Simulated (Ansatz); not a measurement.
Species: Cl$_{4}$Si, SMILES `Cl[Si](Cl)(Cl)Cl` (charge 0, multiplicity 1), formula Cl$_{4}$Si.

Q: How many basis functions does frozen-core CCSD(T)/cc-pVTZ // TPSSh-D3(BJ)/def2-TZVP in Ansatz (a program for electronic structure) use, how many core orbitals are frozen, and how many electrons are correlated?

A: 170 basis functions and 25 frozen orbitals, which leaves 32 correlated electrons. Core time is of the order of minutes.
